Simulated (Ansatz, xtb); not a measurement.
System: C₂H₂N (charge 0, doublet). It need not be the lowest isomer of its formula. SMILES: C(#N)[CH2]
Structure (B3LYP-D3(BJ)/def2-TZVP (Ansatz, an electronic-structure program) minimum search):
```xyz
5

C     -0.0090    -0.1659    -1.1772
C      0.0014     0.0261     0.1854
N      0.0103     0.1888     1.3399
H      0.9204    -0.2159    -1.7250
H     -0.9467    -0.2673    -1.7035
```
Charge 0, spin multiplicity 2.

Harmonic wavenumbers from GFN2-xTB (xtb, at its own minimum), cm⁻¹: 372, 383, 681, 925, 1136, 1352, 2198, 3111, 3148.

Q: Give the harmonic wavenumbers at B3LYP-D3(BJ)/def2-TZVP (Ansatz, finite differences of forces, unscaled).

A: 387, 437, 680, 1036, 1062, 1449, 2132, 3166, 3268 cm⁻¹. Zero-point energy 19.5 kcal/mol.

Q: From these and the geometry, give the ideal-gas thermochemistry at 298.15 K and 1 atm (rigid rotor, harmonic oscillator).

A: Point group C2v, rotational symmetry number 2. Rotational constants 287.4, 10.36, 9.997 GHz. S(trans) 36.99, S(rot) 18.54, S(vib) 2.35, S(elec, spin only) 1.38, S 59.3 cal/(mol K). H(298) - H(0) 2.86 kcal/mol; G - E(el) 4.7 kcal/mol.
